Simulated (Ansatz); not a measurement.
**BCl2 (SMILES Cl[B]Cl): the vertical ionisation energy from total energies**

BCl2 has 3 atoms, charge 0, and is taken as a doublet. SMILES: `Cl[B]Cl`. The coordinates come from a PBE0-D4/def2-TZVP relaxation.

```xyz
3

Cl    0.3715   -1.5256    0.0300
B    -0.4639   -0.0503   -0.2569
Cl    0.0815    1.5111    0.2137
```

Both states at this one shape; open shells run unrestricted unless said. 1 Eh = 27.2114 eV.

| level | program | doublet BCl2 (Eh) | singlet [BCl2]+ (Eh) |
| --- | --- | --- | --- |
| UBLYP/def2-TZVP | Ansatz | -945.272461 | -944.962605 |
| UB3LYP/6-31G* (Cartesian functions) | Ansatz | -945.244670 | -944.921393 |
| UBCCD(T)/def2-TZVP, 11 core orbitals frozen | Ansatz | -944.234011 | -943.916586 |

Question: Work out the vertical ionisation energy at each level.

Answer: 
1. UBLYP/def2-TZVP: -944.962605 − (-945.272461) = 0.309856 Eh = 8.43 eV.
2. UB3LYP/6-31G* (Cartesian functions): -944.921393 − (-945.244670) = 0.323277 Eh = 8.80 eV.
3. UBCCD(T)/def2-TZVP: -943.916586 − (-944.234011) = 0.317425 Eh = 8.64 eV.

No measured value is set beside it here; the levels span 8.43 to 8.80 eV.
